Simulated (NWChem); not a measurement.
**doublet [H2S2]+ at 6 levels**

We compute a comparison of 6 runs (UM06-2X/def2-TZVPP, UB3LYP/6-31G*, U-r2SCAN/def2-TZVPP, UPBE0/def2-TZVPP, USVWN5/def2-TZVPP, UMP2/def2-TZVPP) of doublet [H2S2]+. 

Program for the calculation: NWChem 7.3.0.

## Step 1: Starting point

The species is [H2S2]+ (4 atoms), meant as a doublet with charge +1. As SMILES of the parent species, `SS`. The shape is that of a PBE0-D4/def2-TZVP optimisation. That shape belongs to the parent species and isn't relaxed for this state.

Bond lengths: S1–S2 2.046 Å, S1–H3 1.347 Å, S2–H4 1.347 Å. Angles: S1–S2–H4 98.6°, S2–S1–H3 98.6°.

## Step 2: The energy at UM06-2X/def2-TZVPP (run 1)

Input file work.xyz:

```xyz
4

S      0.784480    -0.789210     0.166690
S      0.060220     1.121560     0.067360
H     -0.225420    -1.352590     0.856880
H     -0.619290     1.020250    -1.090950
```

Input file work.nw:

```
start work
memory total 2200 mb
charge 1

geometry units angstroms noautosym nocenter noautoz
  load format xyz work.xyz
end

basis "ao basis" spherical bse
  * library def2-TZVPP
end

dft
  xc m06-2x
  mult 2
  grid fine
  convergence energy 1e-08
  maxiter 100
  mulliken
  print low
end

task dft energy
```

The run is started by

```sh
$ nwchem work.nw > work.out
```

Standard output:

```text
[...]
 d= 0,ls=0.0,diis     1   -797.0917598353 -8.83D+02  3.88D-03  9.78D-01     2.8
[...]
 d= 0,ls=0.0,diis    11   -797.1995345966 -1.80D-09  9.20D-08  7.53D-11    27.0
[...]
         Total DFT energy =     -797.199534596648
      One electron energy =    -1261.528035160563
           Coulomb energy =      430.657726187208
    Exchange-Corr. energy =      -51.772375194352
 Nuclear repulsion energy =       85.443149571059
[...]
      Total Density - Mulliken Population Analysis
     ---------------------------------------------
    Atom       Charge   Shell Charges
 -----------   ------   -------------------------------------------------------
    1 S   16    15.71   2.01  0.47  1.49  1.16  0.72  4.19  1.66  0.90  2.22  0.74  0.00  0.04  0.10  0.01
    2 S   16    15.71   2.01  0.47  1.49  1.16  0.72  4.19  1.66  0.90  2.22  0.74  0.00  0.04  0.10  0.01
    3 H    1     0.79   0.23  0.45  0.06  0.01  0.03  0.00
    4 H    1     0.79   0.23  0.45  0.06  0.01  0.03  0.00
[...]
      <S2> =      0.7563 (Exact =     0.7500)
[...]
```

It took 28 s on 1 thread of AMD EPYC 7B13 (Zen 3), shared host; peak memory 0.12 GiB.

## Step 3: The energy at UB3LYP/6-31G(d) (spherical functions) (run 2)

Input file run.py:

```python
from ase import Atoms
from ase.calculators.nwchem import NWChem

atoms = Atoms(['S', 'S', 'H', 'H'], positions=[
    [0.784480, -0.789210, 0.166690],
    [0.060220, 1.121560, 0.067360],
    [-0.225420, -1.352590, 0.856880],
    [-0.619290, 1.020250, -1.090950],
])

calc = NWChem(
    label='h2s2',
    theory='dft',
    memory='2200 mb',
    basis='6-31G*',
    basispar='spherical bse',
    charge=1,
    dft={'xc': 'b3lyp', 'mult': '2', 'grid': 'xfine', 'convergence': 'energy 1e-08', 'iterations': '100', 'mulliken': None},
    task='energy',
)
atoms.calc = calc

print(f"energy = {atoms.get_potential_energy():.6f} eV")
```

The run is started by

```sh
$ export ASE_NWCHEM_COMMAND="nwchem PREFIX.nwi > PREFIX.nwo"
$ python run.py
```

Standard output:

```text
energy = -21692.864382 eV
```

The calculator wrote h2s2.nwi:

```
title "h2s2"

permanent_dir h2s2

scratch_dir h2s2

start h2s2

geometry units angstrom nocenter noautosym noautoz
  S  7.8447999999999996e-01 -7.8920999999999997e-01 1.6669000000000000e-01
  S  6.0220000000000003e-02 1.1215599999999999e+00 6.7360000000000003e-02
  H  -2.2542000000000001e-01 -1.3525900000000000e+00 8.5687999999999998e-01
  H  -6.1929000000000001e-01 1.0202500000000001e+00 -1.0909500000000001e+00
end

charge 1

memory 2200 mb

basis spherical bse noprint
   * library 6-31G*
end

dft
  xc b3lyp
  mult 2
  grid xfine
  convergence energy 1e-08
  iterations 100
  mulliken
end

task dft energy
```

h2s2.nwo:

```text
Northwest Computational Chemistry Package (NWChem) 7.3.0
             --------------------------------------------------------

           Job information
           ---------------

    nwchem branch   = 7.3.0
    use scalapack   = T
    input           = h2s2.nwi
    prefix          = h2s2.
    data base       = h2s2/h2s2.db
    status          = startup
    nproc           =        1

           Memory information
           ------------------

    heap     =     72089600 doubles =      550.0 Mbytes
    stack    =     72089597 doubles =      550.0 Mbytes
    global   =    144179200 doubles =     1100.0 Mbytes (distinct from heap & stack)
    total    =    288358397 doubles =     2200.0 Mbytes
    verify   = yes
    hardfail = no

[... 89 lines left out ...]
  convergence criterion.
[... 17 lines left out ...]
          Convergence on gradient requested:  5.00D-04
[... 25 lines left out ...]
          Convergence aids based upon iterative change in
[... 30 lines left out ...]
 1-e energy   =   -1232.634101
[... 58 lines left out ...]
         Total DFT energy =     -797.198068585290
[... 2 lines left out ...]
    Exchange-Corr. energy =      -51.845511134388
[... 298 lines left out ...]
                     DFT Final Beta Molecular Orbital Analysis
[... 359 lines left out ...]
 center of mass
 --------------
 x =   0.74934600 y =   0.29483306 z =   0.20762876

 moments of inertia (a.u.)
 ------------------
         227.103162595267          78.725418992811          -6.867099917439
          78.725418992811          42.976331218068          18.609253094007
          -6.867099917439          18.609253094007         254.533640183440

     Multipole analysis of the density
     ---------------------------------

     L   x y z        total         alpha         beta         nuclear
     -   - - -        -----         -----         ----         -------
     0   0 0 0      1.000000    -17.000000    -16.000000     34.000000

     1   1 0 0     -0.039262    -12.262850    -11.720166     23.943754
[... 8 lines of this table left out ...]
     2   0 0 2    -16.064164    -13.387991    -11.395220      8.719047

 Task  times  cpu:        8.9s     wall:        8.9s
 Total times  cpu:        9.0s     wall:        9.0s
```

Run time: 10 s. Hardware: 1 thread of AMD EPYC 7B13 (Zen 3), shared host; peak memory 0.12 GiB.

Runs 3 to 4 aren't shown in full; the table further down has their settings and results.

## Step 4: The energy at USVWN5/def2-TZVPP (run 5)

Input file h2s2.nw:

```
start h2s2
memory total 2200 mb
charge 1

geometry units angstroms noautosym nocenter noautoz
 S      0.784480    -0.789210     0.166690
 S      0.060220     1.121560     0.067360
 H     -0.225420    -1.352590     0.856880
 H     -0.619290     1.020250    -1.090950
end

basis "ao basis" spherical bse
 * library def2-TZVPP
end

dft
 xc slater vwn_5
 mult 2
 grid fine
 convergence energy 1e-08
 iterations 100
 mulliken
end

task dft energy
```

The run is started by

```sh
$ nwchem h2s2.nw > h2s2.out
```

Standard output:

```text
[...]
          Wavefunction type:  spin polarized.
          No. of atoms     :     4
          No. of electrons :    33
[...]
          Charge           :     1
          Spin multiplicity:     2
[...]
          AO basis - number of functions:   112
[...]
              XC Information
              --------------
                        Slater Exchange Functional  1.000 local
                      VWN V Correlation Functional  1.000 local
[...]
 d= 0,ls=0.0,diis     1   -794.3718998621 -8.80D+02  5.10D-03  1.40D+00     1.8
[...]
 d= 0,ls=0.5,diis    18   -794.5008345332 -8.54D-09  6.10D-07  3.61D-09    24.8
[...]
         Total DFT energy =     -794.500834537731
      One electron energy =    -1261.375555720221
           Coulomb energy =      430.434758653219
    Exchange-Corr. energy =      -49.003187041789
 Nuclear repulsion energy =       85.443149571059
[...]
      Total Density - Mulliken Population Analysis
     ---------------------------------------------
    Atom       Charge   Shell Charges
 -----------   ------   -------------------------------------------------------
    1 S   16    15.74   2.01  0.46  1.49  1.20  0.70  4.17  1.66  0.94  2.20  0.75  0.00  0.04  0.10  0.01
    2 S   16    15.74   2.01  0.46  1.49  1.20  0.70  4.17  1.66  0.94  2.20  0.75  0.00  0.04  0.10  0.01
    3 H    1     0.76   0.22  0.44  0.06  0.01  0.03  0.00
    4 H    1     0.76   0.22  0.44  0.06  0.01  0.03  0.00
[...]
      <S2> =      0.7512 (Exact =     0.7500)
[...]
```

Wall time 27 s (1 thread of AMD EPYC 7B13 (Zen 3), shared host); peak memory 0.12 GiB.

## Step 5: The energy at UMP2/def2-TZVPP (run 6)

Input file sp.nw:

```
start sp
memory 2200 mb
charge 1

geometry units bohr noautosym nocenter noautoz
   S   1.48245235 -1.49139075  0.31499845
   S   0.11379931  2.11944123  0.12729195
   H  -0.42598206 -2.55602466  1.61926852
   H  -1.17028849  1.92799308 -2.06159672
end

basis spherical bse
   * library def2-TZVPP
end

scf
   doublet
   uhf
   thresh 1e-08
   maxiter 80
   print low
end

mp2
   freeze core 10
   tight
end

task mp2 energy
```

The run is started by

```sh
$ nwchem sp.nw > sp.out
```

Standard output:

```text
[...]
  functions       =   112
[...]
  wavefunction    = UHF
[...]
         Total SCF energy =   -795.919261518239
      One electron energy =  -1260.979079404619
      Two electron energy =    379.616674337558
 Nuclear repulsion energy =     85.443143548822
                       Sz =      0.5000
                 Sz(Sz+1) =      0.7500
                      S^2 =      0.7688
[...]
          Total MP2 energy          -796.237632004994
[...]
```

Run time: 2.6 min. Hardware: 1 thread of AMD EPYC 7B13 (Zen 3), shared host; peak memory 0.25 GiB.

## Step 6: The series

| run | level | integration grid | iteration cap | energy (Eh) | ⟨S²⟩ | wall time |
| --- | --- | --- | --- | --- | --- | --- |
| 1 | UM06-2X/def2-TZVPP | fine | 100 | -797.199535 | 0.756 | 28 s |
| 2 | UB3LYP/6-31G* (spherical functions) | xfine | 100 | -797.198069 | 0.754 | 10 s |
| 3 | U-r2SCAN/def2-TZVPP | fine | 100 | -797.192113 | 0.757 | 53 s |
| 4 | UPBE0/def2-TZVPP | fine | 100 | -796.967780 | 0.758 | 25 s |
| 5 | USVWN5/def2-TZVPP | fine | 100 | -794.500835 | 0.751 | 27 s |
| 6 | UMP2/def2-TZVPP | – | 80 | -796.237632 | 0.769 | 2.6 min |

## Step 7: Results

| quantity | value |
| --- | --- |
| run 6: total energy | -796.23763 Eh |
| run 6: correlation energy (10 core orbitals frozen) | -318.4 mEh |
| run 6: ⟨S²⟩ of the reference determinant | 0.769 |

In words: Totals of different functionals can't be ranked against each other. All runs together took 5 min, the longest 2.6 min.
